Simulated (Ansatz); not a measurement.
Lattice constant a (Å) of 26 elemental solids other than molecular ones, computed with PBEsol in Ansatz (plane waves, PAW) and with r²SCAN in Ansatz (PAW). The set holds measured phases with no doubt noted on the run or the magnetic state but for the caveats below. 211 more of the class have both values but aren't in it, for one of these reasons: built or high-temperature cells, doubts on the run or the magnetic state, unlike cells, values of zero, layered or molecular crystals, cells that aren't cubic. Solids without a value at one level (not run, failed, or a magnetic order lost), or held back for tests, aren't counted.

All rows, in order of the shift (worked out from unrounded values):

```
solid                 PBEsol  r²SCAN  shift (%)
--------------------  ------  ------  ---------
fcc Al                 4.014   3.992      -0.55
diamond-structure Ge   5.675   5.675      -0.01
fcc Ir                 3.830   3.844      +0.37
fcc Cu                 3.563   3.577      +0.38
grey tin (α-Sn)        6.539   6.566      +0.42
fcc Ni                 3.463   3.478      +0.43
bcc W                  3.154   3.169      +0.47
fcc Rh                 3.780   3.800      +0.53
fcc Pt                 3.918   3.940      +0.56
bcc Mo                 3.130   3.151      +0.68
bcc Ta                 3.281   3.305      +0.73
bcc V                  2.959   2.982      +0.80
fcc Pd                 3.876   3.908      +0.85
bcc Nb                 3.271   3.303      +0.98
fcc Au                 4.083   4.125      +1.03
fcc Pb                 4.933   4.994      +1.22
fcc Ag                 4.054   4.104      +1.24
bcc Na                 4.171   4.223      +1.26
bcc Li                 3.434   3.477      +1.26
fcc Ca                 5.455   5.568      +2.06
bcc K                  5.215   5.348      +2.55
bcc Fe                 2.788   2.866      +2.81
fcc Sr                 5.922   6.101      +3.02
bcc Rb                 5.569   5.747      +3.19
bcc Ba                 4.881   5.070      +3.88
bcc Cs                 6.012   6.273      +4.34
```

The shift from PBEsol to r²SCAN has a median of +0.91 %, and eight in ten lie between +0.37 % and +3.11 %; r²SCAN is the larger in 24 of 26.

Ansatz's runs of these crystals have no spin polarisation, but for bcc Fe, fcc Ni. Meta-GGA and hybrid levels favour moments, which can bear on fcc Pd, bcc Fe, bcc V, fcc Pt, fcc Rh, fcc Ni.

Density-functional runs with spin start from parallel moments for bcc Fe, parallel moments for fcc Ni.

Spin–orbit coupling is left out, also for the solids with elements from indium on (bcc Ta, fcc Pt, bcc Ba, grey tin (α-Sn), bcc W, fcc Ir, bcc Cs, fcc Pb, fcc Au); its size isn't shown.

Caveats: the gap of the solid is closed in this run (PBEsol: diamond-structure Ge). Ansatz's density-functional and Hartree–Fock values are scalar-relativistic unless marked +SOC, with PAW data made under PBE.

Ansatz is an electronic-structure program.
